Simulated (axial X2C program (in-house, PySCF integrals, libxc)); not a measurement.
**Spin–orbit effects along a row: molecules with F (ions), PBE0**

Computed with an in-house relativistic program for diatomic molecules, spin-free (one-electron X2C) or two-component (2c: spin–orbit coupling with atomic mean-field Coulomb and Gaunt terms, which also bring small scalar terms), in Dyall basis sets with cores contracted in-house; open shells are unrestricted.

Basis sets: Cl dyall-av3z, F dyall-av3z, Mg dyall-av3z, Na dyall-av3z, S dyall-av3z, Si dyall-av3z.

```
molecule   spin-free state  Re (Å)  ωe (cm⁻¹)  De (eV)  2c state  Re 2c (Å)  ωe 2c (cm⁻¹)  De 2c (eV)
    NaF⁻  M_S = 1/2, Λ = 0   2.000      439.4     2.05   Ω = 1/2      2.000         439.3        2.05
    MgF⁻    M_S = 0, Λ = 0   1.822      578.0     2.58     Ω = 0      1.822         577.9        2.58
    SiF⁻    M_S = 1, Λ = 0   1.697      664.8     3.66     Ω = 1      1.697         664.8        3.66
     SF⁻    M_S = 0, Λ = 0   1.718      663.7     2.54     Ω = 0      1.719         663.4        2.54
    ClF⁻  M_S = 1/2, Λ = 0   2.226      309.4     1.52   Ω = 1/2      2.227         309.3        1.52
```

Fragments in 2c: Na + F-, Mg + F-, Si + F-, S + F-, Cl- + F. Each entry is the lowest single determinant of a limited PBE0 search at one distance. De goes to single-determinant-based atoms at the same level (for ions the charge split of lowest energy) and is withheld (n/a) where an atom does not fit its ground term or J level. Main or longest-lived isotopes. One determinant is a doubtful description, or other states lie close, for SiF⁻; these need not be ground states, and all values refer to the states named. Some open-shell Ω = 0 determinants are out of reach, so the Ω given for SiF⁻ need not be the lowest component. With several unpaired electrons the Ω given is that of one determinant, not necessarily of the lowest component. Some light 2c atoms are not at their ground J level, so De misses part of their lowering (0.04 eV or less). The functionals have no current term, which raises determinants with orbital currents.
